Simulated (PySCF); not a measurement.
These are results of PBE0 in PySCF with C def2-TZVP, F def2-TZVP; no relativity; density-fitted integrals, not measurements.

Each entry is the lowest minimum that a search over a few typed start shapes (and spin states, where more than one is plausible) found, or that minimum re-optimised at the stated level; isomers with ligand–ligand bonds, or fragments after loss of a ligand pair, can lie lower. Open shells are unrestricted.

CF3 is a doublet of C3v symmetry with C–F 1.313 Å (×3); F–C–F 111.4° (×3). Its wavenumbers are 513 (×2), 710, 1107, 1289 (×2) cm⁻¹.

Question: What changes when one electron is removed, giving CF₃⁺?

Answer: It costs 8.98 eV between the minima (9.05 eV with zero-point energy). CF₃⁺ is a singlet of D3h symmetry with C–F 1.230 Å (×3); F–C–F 120.0° (×3); wavenumbers 595 (×2), 811, 1072, 1708 (×2) cm⁻¹.
